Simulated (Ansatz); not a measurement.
Run this with the Python package of Ansatz (0.2.0) and show what comes out.

`torsion_bh4osi.py`
```python
import ansatz
from ase import Atoms


def main() -> None:
    atoms = Atoms(["B", "O", "Si", "H", "H", "H", "H"], positions=[
        (-1.3452, -0.9985, 0.418),
        (0.057, -1.0687, 0.4948),
        (0.6328, 0.4733, 0.0061),
        (-1.8777, -1.2285, -0.5995),
        (0.2582, 0.7688, -1.3788),
        (0.1748, 1.5337, 0.9309),
        (2.1614, 0.4518, 0.083),
    ])

    first = (
        ansatz.Crystal.molecule_from_ase(atoms).calculation()
        .basis(gaussian="6-31G*")
        .functional("r2scan0")
        .spin("collinear", total=1)
        .relax(force_tolerance=0.02, max_steps=80)
    )
    atoms.positions = first.run(threads=1).report["positions_ang"]

    start = atoms.get_dihedral(4, 2, 1, 0)
    energies = {}
    for turn in range(0, 360, 30):
        turned = atoms.copy()
        turned.set_dihedral(4, 2, 1, 0, start + turn, indices=[0, 1, 3])
        calc = (
            ansatz.Crystal.molecule_from_ase(turned).calculation()
            .basis(gaussian="6-31G*")
            .functional("r2scan0")
            .spin("collinear", total=1)
        )
        energies[round((start + turn) % 360)] = calc.run(threads=1).report["free_energy_ev"]
    floor = min(energies.values())
    print("dihedral H4-Si2-O1-B0 (deg)   E - E(min) (eV)")
    for angle, e in sorted(energies.items()):
        print(f"{angle:8d} {(e - floor):14.3f}  " + "#" * int(30 * (e - floor) / max(max(energies.values()) - floor, 1e-9)))


if __name__ == "__main__":
    main()
```

```console
$ python torsion_bh4osi.py
dihedral H4-Si2-O1-B0 (deg)   E - E(min) (eV)
      28          0.012  ##########
      58          0.026  ########################
      88          0.017  ###############
     118          0.005  ####
     148          0.017  ################
     178          0.032  ##############################
     208          0.020  ##################
     238          0.005  ####
     268          0.014  #############
     298          0.026  ########################
     328          0.014  #############
     358          0.000
```

Reading the output:
- The scan is rigid and the energies are electronic, in a modest basis. With rigid groups the curve can differ much from the relaxed path, the start wasn't checked as a minimum of this torsion, and equivalent turns needn't return to the same energy.
- The run takes the species as open-shell (spin multiplicity 2), which needn't be its ground state.
- Timing: 120 s on 1 thread of Arm Neoverse V2, on a shared host, peak memory 0.25 GiB.
